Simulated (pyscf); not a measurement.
Single points on ωB97X-D3(BJ)/def2-SVP structures (PySCF, gas phase). Correlated levels are frozen-core, on RHF or UHF. ΔMP2 is the change of the MP2 total energy from the triple- to the quadruple-zeta basis.

### Question
Estimate by transition-state theory the rate constant of H₂B–OH + HCl -> H₂B–Cl + H₂O (singlet surface; B–O, Cl–H broken, B–Cl, H–O formed) at 600 K, with CCSD(T)/def2-TZVPP + ΔMP2(QZVPP) energies (ideal gas, 1 atm, RRHO with modes under 100 cm⁻¹ raised to 100, one conformer, R ln 2 for rigid chiral ones; no tunnelling).

### Answer
The electronic barrier is 18.4 kcal/mol and the thermal terms add +19.0, so ΔG‡ = 37.5 kcal/mol. With k_BT/h = 1.25e+13 s⁻¹ and RT = 1.192 kcal/mol, and a volume of 8.18e-20 cm³ per molecule at 1 atm, k = 2.3e-20 cm³ molecule⁻¹ s⁻¹. Wigner's tunnelling factor for 1120i cm⁻¹ would be 1.30. A shift of 1 kcal/mol in the barrier changes k by a factor 2.3. On the reactant side the descent ends in a complex, 4.7 kcal/mol under the separated species and 21.3 kcal/mol under the saddle at ωB97X-D3(BJ)/def2-TZVP. On the product side the descent ends in an adduct with a B–O contact, 14.6 kcal/mol under the separated species and 19.8 kcal/mol under the saddle at ωB97X-D3(BJ)/def2-TZVP. What is counted as broken (B–O) persists as a longer contact in the product adduct; parting that adduct is a step of its own. This is the saddle that the search found; another between the same sides may lie lower. The CCSD(T) − MP2 part came from Ansatz, without density fitting, on the same reference.
